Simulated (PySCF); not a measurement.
## CS: from constants to spectrum

RHF-CCSD(T) constants of CS, ¹Σ⁺ (singlet), closed shell (C x2c-TZVPPall, S x2c-TZVPPall; spin-free X2C with a Gaussian nucleus (PySCF 2.14); masses 12.0000 and 31.9721 u):

```
ωe          : 1278.5 cm⁻¹
ωexe        : 6.46 cm⁻¹
Be          : 0.8112 cm⁻¹
αe          : 0.00584 cm⁻¹
De to C + S : 7.12 eV
```

Task: What force constant and bond length do these constants imply?

Result: Reduced mass μred = 8.7252 u; k = 5.8918×10⁻⁷·μred·ωe² (u, cm⁻¹, mdyn/Å) = 8.40 mdyn/Å; Re = √(16.8576/(μred·Be)) (u, cm⁻¹, Å) = 1.543 Å.

Task: Estimate the centrifugal constant D from the Kratzer relation and find the Dunham coefficient a1.

Result: D = 4Be³/ωe² = 1.31e-06 cm⁻¹; a1 = −1 − αeωe/(6Be²) = -2.89.

Measured values (Huber and Herzberg, Constants of Diatomic Molecules (1979)): ωe = 1285.08 cm⁻¹, ωexe = 6.46 cm⁻¹, Be = 0.8200462 cm⁻¹, αe = 0.0059224 cm⁻¹.

Correlated steps freeze 6 core orbitals. Where the molecule has an RHF reference, its open-shell atoms are computed with UHF. The CCSD T1 diagnostic is raised, a sign that a single reference may not be enough here.
